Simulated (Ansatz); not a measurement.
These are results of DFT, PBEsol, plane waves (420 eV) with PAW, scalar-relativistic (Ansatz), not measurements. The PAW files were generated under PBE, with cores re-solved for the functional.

An element in the bcc structure gives this curve. The cell is scaled uniformly from the relaxed one, with fractional coordinates and shape fixed. Energies are extrapolated to zero smearing, pressures are those at the given smearing. Magnetic state: spin not included.

```
V (Å³/atom)  E − E₀ (meV/atom)  P (GPa)
     13.814              280.4    53.33
     14.441              115.2    31.75
     15.069               26.3    14.16
     15.697               -0.1    -0.17
     16.325               24.3   -11.83
     16.953               90.1   -21.29
     17.581              189.3   -28.95
```

(1) Which element is it?
A. tungsten
B. titanium
C. palladium
D. iridium

Results:

(1) A. Its fit is V₀ = 15.69 Å³/atom, B₀ = 323 GPa, B₀′ = 4.1.
